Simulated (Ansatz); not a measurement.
A calculation with Ansatz (development build ahead of 0.2.0).

```yaml
crystal:
  periodic: [false, false, false]
  atoms:
    - { symbol: F, position_ang: [0.0, 0.71, 3.8] }
    - { symbol: F, position_ang: [0.0, -0.71, 3.8] }
    - { symbol: F, position_ang: [0.71, 0.0, 0.0] }
    - { symbol: F, position_ang: [-0.71, 0.0, 0.0] }
basis:
  gaussian: { orbitals: "6-31G" }
hamiltonian:
  xc: hf
```

The input is written out in the form of the current development build from the run's settings.

Output:

```
Converged                       : yes
Total energy                    : -397.29210 hartree
Spin squared of the determinant : 0.000
```
